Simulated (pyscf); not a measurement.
Optimised with ωB97X-D3(BJ)/def2-SVP in PySCF. MP2 and CC: frozen core, UHF for open shells. ΔMP2 is the change of the MP2 total energy from the triple- to the quadruple-zeta basis.

**Question.** What is the homolytic dissociation enthalpy (298 K, CCSD(T)/def2-TZVPP + ΔMP2(QZVPP)) of the Al–C bond of H₃C–CH₂–AlH–NH₂ (SMILES C[CH2][AlH][NH2]), to •H₂C–CH₃ + [H₂N–AlH]•?

**Answer.** Al–C to •H₂C–CH₃ + [H₂N–AlH]•: 3.34 eV. The radicals are drawn with the spin at the cut bond; how far it spreads was not checked. H₃C–CH₂–AlH–NH₂ lies 0.65 eV over its isomer H₃C–Al(CH₃)–NH₂, and others may lie lower still (electronic energy, ωB97M-D3(BJ)). Other isomers of •H₂C–CH₃, [H₂N–AlH]• were not searched in full and may lie lower. The CCSD(T) − MP2 part came from Ansatz, without density fitting, on the same reference.
